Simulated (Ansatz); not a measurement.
Steps of a relaxation of C2H3Cl3 (`CC(Cl)(Cl)Cl`) with RKS PBE-D4/def2-SVP.

```sh
$ ansatz run in.yaml --threads 4 --pin off --events-out ev --progress --plain --max-ram 10444MiB
```

```yaml
crystal:
  periodic: [false, false, false]
  atoms:
    - {symbol: C, position_ang: [-0.164000, -0.451900, 0.714000]}
    - {symbol: C, position_ang: [0.156500, 0.319300, -0.582500]}
    - {symbol: Cl, position_ang: [-0.252700, 2.060600, -0.434200]}
    - {symbol: Cl, position_ang: [-0.689500, -0.346000, -1.953800]}
    - {symbol: Cl, position_ang: [1.908500, 0.122800, -0.916400]}
    - {symbol: H, position_ang: [-1.281700, -0.291200, 0.923000]}
    - {symbol: H, position_ang: [0.036500, -1.476300, 0.637800]}
    - {symbol: H, position_ang: [0.378500, 0.005600, 1.556200]}
basis:
  gaussian: {orbitals: def2-SVP}
hamiltonian: {xc: pbe, dispersion: d4}
relax: {f_tol: 0.03, max_steps: 200}
```

Positions (Å) and forces (eV/Å) along the path, 4 of 4 steps:

```xyz
8
step=1 energy=-39659.3119 eV
C    -0.164   -0.452    0.714   -2.092    3.067    0.064
C     0.157    0.319   -0.583    0.496   -0.412    0.908
Cl   -0.253    2.061   -0.434    0.030    0.090    0.209
Cl   -0.690   -0.346   -1.954   -0.834   -0.486   -0.788
Cl    1.909    0.123   -0.916    0.576    0.188    0.056
H    -1.282   -0.291    0.923    1.053   -0.297   -0.179
H     0.036   -1.476    0.638    0.550   -2.157   -0.340
H     0.379    0.006    1.556    0.221    0.006    0.071
8
step=2 energy=-39659.4516 eV
C    -0.189   -0.423    0.707   -0.482    0.685   -0.091
C     0.173    0.295   -0.595    0.098    0.052    0.847
Cl   -0.234    2.035   -0.392   -0.021    0.257   -0.111
Cl   -0.740   -0.376   -1.948   -0.187   -0.207   -0.446
Cl    1.947    0.152   -0.897   -0.034   -0.062   -0.068
H    -1.281   -0.286    0.912    0.386   -0.079   -0.139
H     0.036   -1.485    0.618    0.163   -0.580   -0.010
H     0.379    0.032    1.539    0.076   -0.067    0.018
8
step=3 energy=-39659.4708 eV
C    -0.190   -0.424    0.721   -0.071    0.135   -0.114
C     0.167    0.303   -0.554    0.174    0.208   -0.488
Cl   -0.232    2.065   -0.424    0.019   -0.173    0.089
Cl   -0.745   -0.374   -1.966    0.027   -0.013    0.205
Cl    1.934    0.143   -0.902   -0.091   -0.012    0.091
H    -1.273   -0.292    0.895   -0.088   -0.069    0.114
H     0.051   -1.496    0.617    0.010   -0.051    0.020
H     0.380    0.019    1.557    0.020   -0.025    0.085
8
step=4 energy=-39659.4796 eV
C    -0.193   -0.414    0.711   -0.007   -0.016    0.028
C     0.172    0.312   -0.569    0.000    0.004   -0.012
Cl   -0.227    2.062   -0.420    0.002    0.000   -0.002
Cl   -0.749   -0.381   -1.955    0.003    0.003    0.002
Cl    1.935    0.139   -0.895    0.000    0.002   -0.002
H    -1.277   -0.303    0.904   -0.010    0.005   -0.005
H     0.054   -1.488    0.611    0.005   -0.007   -0.010
H     0.377    0.016    1.556    0.008    0.010    0.001
```

It took 4.5 s on 4 threads of an Intel Xeon Platinum 8375C on a shared host, with 0.16 GiB of host memory at the peak.
